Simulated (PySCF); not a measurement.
PySCF input file for SiH2, SMILES [SiH2] (connectivity only; charge and spin as stated), neutral, multiplicity 1, PBE-D3(BJ)/def2-TZVPD. 

```python
import numpy as np
from pyscf import gto, scf, dft
from pyscf.geomopt import geometric_solver

mol = gto.M(
    atom='''
    Si    0.00000000    0.00000000    0.12297041
    H    -0.00000000   -1.11252707   -0.86079286
    H    -0.00000000    1.11252706   -0.86079287
    ''',
    basis='def2-TZVPD',
    charge=0,
    spin=0,
    max_memory=1600,
    verbose=3,
)
mf = dft.RKS(mol, xc='pbe').density_fit(auxbasis='def2-universal-jkfit')
mf.disp = 'd3bj'
mf.grids.level = 3
mf.conv_tol = 1e-9
mf.max_cycle = 100
mf.kernel()
grad = mf.nuc_grad_method()
grad.grid_response = mol.nao <= 150
conv, mol_eq = geometric_solver.kernel(grad, convergence_set='GAU_TIGHT', maxsteps=100)
print(mol_eq.tostring(format='xyz'))
mf.reset(mol_eq)
mf.kernel()
```

Log of the run:

```
converged SCF energy = -290.456748877725
[banner and settings of the optimiser left out]
Geometry optimization cycle 1
Cartesian coordinates (Angstrom)
 Atom        New coordinates             dX        dY        dZ
  Si   0.000000   0.000000   0.122970    0.000000  0.000000 -0.000000
   H   0.000000  -1.112527  -0.860793    0.000000  0.000000  0.000000
   H   0.000000   1.112527  -0.860793    0.000000  0.000000  0.000000

WARN: Mole.unit (angstrom) is changed to Bohr

converged SCF energy = -290.456748877732
--------------- DFRKS_Scanner gradients ---------------
         x                y                z
0 Si     0.0000000000     0.0000000001    -0.0291361663
1 H    -0.0000000000     0.0080602314     0.0145680830
2 H    -0.0000000000    -0.0080602315     0.0145680833
----------------------------------------------
cycle 1: E = -290.456748878  dE = -290.457  norm(grad) = 0.0374608
Step    0 : Gradient = 2.163e-02/2.914e-02 (rms/max) Energy = -290.4567488777
Hessian Eigenvalues: 5.00000e-02 5.00000e-02 5.00000e-02 ... 1.60000e-01 1.75349e-01 1.75349e-01

Geometry optimization cycle 2
Cartesian coordinates (Angstrom)
 Atom        New coordinates             dX        dY        dZ
  Si  -0.000000  -0.000000   0.180469   -0.000000 -0.000000  0.057498
   H   0.000000  -1.097019  -0.889542    0.000000  0.015508 -0.028749
   H   0.000000   1.097019  -0.889542    0.000000 -0.015508 -0.028749
converged SCF energy = -290.459125112861
--------------- DFRKS_Scanner gradients ---------------
         x                y                z
0 Si    -0.0000000000    -0.0000000000    -0.0033407137
1 H     0.0000000000     0.0006119568     0.0016703569
2 H     0.0000000000    -0.0006119568     0.0016703569
----------------------------------------------
cycle 2: E = -290.459125113  dE = -0.00237624  norm(grad) = 0.00418205
Step    1 : Displace = 4.258e-02/5.750e-02 (rms/max) Trust = 1.000e-01 (=) Grad = 2.415e-03/3.341e-03 (rms/max) E (change) = -290.4591251129 (-2.376e-03) Quality = 1.096
Hessian Eigenvalues: 5.00000e-02 5.00000e-02 5.00000e-02 ... 1.45283e-01 1.70639e-01 1.75349e-01

Geometry optimization cycle 3
Cartesian coordinates (Angstrom)
 Atom        New coordinates             dX        dY        dZ
  Si   0.000000   0.000000   0.188800    0.000000  0.000000  0.008332
   H  -0.000000  -1.092447  -0.893708   -0.000000  0.004572 -0.004166
   H   0.000000   1.092447  -0.893708    0.000000 -0.004572 -0.004166
converged SCF energy = -290.459161275821
--------------- DFRKS_Scanner gradients ---------------
         x                y                z
0 Si    -0.0000000000     0.0000000000    -0.0002628314
1 H     0.0000000000     0.0001277871     0.0001314157
2 H     0.0000000000    -0.0001277871     0.0001314157
----------------------------------------------
cycle 3: E = -290.459161276  dE = -3.6163e-05  norm(grad) = 0.000369161
Step    2 : Displace = 6.974e-03/8.332e-03 (rms/max) Trust = 1.414e-01 (+) Grad = 2.131e-04/2.628e-04 (rms/max) E (change) = -290.4591612758 (-3.616e-05) Quality = 1.056
Hessian Eigenvalues: 5.00000e-02 5.00000e-02 5.00000e-02 ... 1.38537e-01 1.68584e-01 1.75349e-01

Geometry optimization cycle 4
Cartesian coordinates (Angstrom)
 Atom        New coordinates             dX        dY        dZ
  Si   0.000000  -0.000000   0.189186    0.000000 -0.000000  0.000386
   H  -0.000000  -1.092779  -0.893901   -0.000000 -0.000332 -0.000193
   H  -0.000000   1.092779  -0.893901   -0.000000  0.000332 -0.000193
converged SCF energy = -290.459161510154
--------------- DFRKS_Scanner gradients ---------------
         x                y                z
0 Si     0.0000000000     0.0000000000    -0.0000088296
1 H    -0.0000000000     0.0000096202     0.0000044148
2 H    -0.0000000000    -0.0000096202     0.0000044148
----------------------------------------------
cycle 4: E = -290.45916151  dE = -2.34333e-07  norm(grad) = 1.73792e-05
Step    3 : Displace = 3.845e-04/3.860e-04 (rms/max) Trust = 2.000e-01 (+) Grad = 1.003e-05/1.058e-05 (rms/max) E (change) = -290.4591615102 (-2.343e-07) Quality = 1.047
Hessian Eigenvalues: 5.00000e-02 5.00000e-02 5.00000e-02 ... 1.38869e-01 1.60021e-01 1.75349e-01

Geometry optimization cycle 5
Cartesian coordinates (Angstrom)
 Atom        New coordinates             dX        dY        dZ
  Si  -0.000000  -0.000000   0.189180   -0.000000 -0.000000 -0.000006
   H  -0.000000  -1.092838  -0.893898    0.000000 -0.000059  0.000003
   H   0.000000   1.092838  -0.893898    0.000000  0.000059  0.000003
converged SCF energy = -290.459161511129
--------------- DFRKS_Scanner gradients ---------------
         x                y                z
0 Si    -0.0000000000     0.0000000000    -0.0000013384
1 H     0.0000000000     0.0000006631     0.0000006692
2 H     0.0000000000    -0.0000006631     0.0000006692
----------------------------------------------
cycle 5: E = -290.459161511  dE = -9.75263e-10  norm(grad) = 1.88852e-06
Step    4 : Displace = 4.833e-05/5.902e-05 (rms/max) Trust = 2.828e-01 (+) Grad = 1.090e-06/1.338e-06 (rms/max) E (change) = -290.4591615111 (-9.753e-10) Quality = 0.984
Hessian Eigenvalues: 5.00000e-02 5.00000e-02 5.00000e-02 ... 1.29782e-01 1.60562e-01 1.75349e-01

Geometry optimization cycle 6
Cartesian coordinates (Angstrom)
 Atom        New coordinates             dX        dY        dZ
  Si   0.000000  -0.000000   0.189182    0.000000 -0.000000  0.000002
   H  -0.000000  -1.092840  -0.893899   -0.000000 -0.000002 -0.000001
   H  -0.000000   1.092840  -0.893899   -0.000000  0.000002 -0.000001
converged SCF energy = -290.459161511115
--------------- DFRKS_Scanner gradients ---------------
         x                y                z
0 Si     0.0000000000    -0.0000000000     0.0000027961
1 H    -0.0000000000    -0.0000009300    -0.0000013981
2 H    -0.0000000000     0.0000009300    -0.0000013981
----------------------------------------------
cycle 6: E = -290.459161511  dE = 1.44951e-11  norm(grad) = 3.66842e-06
Step    5 : Displace = 2.412e-06/2.595e-06 (rms/max) Trust = 3.000e-01 (+) Grad = 2.118e-06/2.796e-06 (rms/max) E (change) = -290.4591615111 (+1.450e-11) Quality = -2.135
Hessian Eigenvalues: 5.00000e-02 5.00000e-02 5.00000e-02 ... 1.29782e-01 1.60562e-01 1.75349e-01
Converged! =D

3
XYZ from PySCF
Si          0.00000000       -0.00000000        0.18918207
H          -0.00000000       -1.09284000       -0.89389869
H          -0.00000000        1.09283999       -0.89389870
converged SCF energy = -290.459161511153
```

The run converged.

Cost: very roughly 6 core-seconds.
